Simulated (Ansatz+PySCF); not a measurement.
Values are calculated unless marked as measured or tabulated.
A run of Ansatz (development build ahead of 0.2.0) on triplet AlN at this shape:

```yaml
atoms:
  - { symbol: Al, position_ang: [0.0000, 0.0000, 0.0000] }
  - { symbol: N, position_ang: [0.0000, 0.0000, 1.8800] }
```

Its results:

```json
{"Converged": "yes", "Reference energy": "-296.22592 hartree", "Correlation energy": "-0.12705 hartree", "Total energy": "-296.35296 hartree", "Spin squared of the determinant": "2.000", "Largest doubles amplitude": "0.10"}
```

Question: Which input gives this output? Name the method, the orbitals and the basis set, and write the input.

Answer: ROHF-CCSD(T) in 6-31G.

```yaml
crystal:
  periodic: [false, false, false]
  atoms:
    - { symbol: Al, position_ang: [0.0, 0.0, 0.0] }
    - { symbol: "N", position_ang: [0.0, 0.0, 1.88] }
basis:
  gaussian: { orbitals: "6-31G" }
magnetization:
  initial_magnetization: 2
hamiltonian:
  xc: hf
correlation:
  method: ccsd_t
  frozen_orbitals: { Al: 5, "N": 1 }
```
